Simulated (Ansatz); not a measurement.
# AlBH₂+ (quartet): from Hartree-Fock to the top rungs, def2-QZVPP

One table from this session's results is given with a row withheld; the runs are named, their logs left out.

Program: Ansatz 0.2.0, Gaussian basis. Level of theory: def2-QZVPP, core rule «outside noble gas», up to 6 orbitals frozen. These are calculated values, not measurements.

The runs, in order: UHF; ROHF; CCSD(T) on UHF.

2 further runs of the same task are left out: 2 set aside as unsound or not needed.

## The system

The geometry is a PBE0/def2-TZVP stationary point (not a proven minimum) of the parent state, kept for this charge and spin.

4 atoms, charge 1, spin multiplicity 4.

Atoms are counted from 1 here; the program's logs count them from 0.

Bond lengths: B1–Al2 2.058 Å, B1–H3 1.195 Å, B1–H4 1.195 Å. Angles: Al2–B1–H3 115.6°, Al2–B1–H4 115.6°, H3–B1–H4 128.7°.

Geometry (Å):

```
B     0.0000    0.0000    1.3689
Al    0.0000    0.0000   -0.6894
H     0.0000    1.0776    1.8859
H     0.0000   -1.0776    1.8859
```

The first run:

Input file in.yaml:

```yaml
crystal:
  periodic: [false, false, false]
  atoms:
    - {symbol: B, position_ang: [0.000000, 0.000000, 1.368886]}
    - {symbol: Al, position_ang: [0.000000, 0.000000, -0.689391]}
    - {symbol: H, position_ang: [0.000000, 1.077612, 1.885924]}
    - {symbol: H, position_ang: [0.000000, -1.077612, 1.885924]}
basis:
  gaussian: {orbitals: "def2-QZVPP.json"}
total_charge: 1
magnetization: {spin_polarized: true, initial_magnetization: 3}
hamiltonian: {xc: hf}
output: {orbitals: {seedname: orbitals}}
```

Run with:

```sh
ansatz run in.yaml --threads 1 --pin off --events-out ev --progress --plain --max-ram 2393MiB
```

Among the steps run: UHF; ROHF; CCSD(T) on UHF.

One of the session's tables, all rows but one given; the rest of the session is left out.

```
  method  from UCCSD(T) (meV)
    ROHF                    ?
     UHF              +3762.5
    UMP2               +759.1
   UCCSD               +126.8
UCCSD(T)                    0
```

**Question.** Estimate the row for ROHF.

**Answer.** from UCCSD(T) (meV): +3820.8. In the column «from UCCSD(T) (meV)» it is the highest.
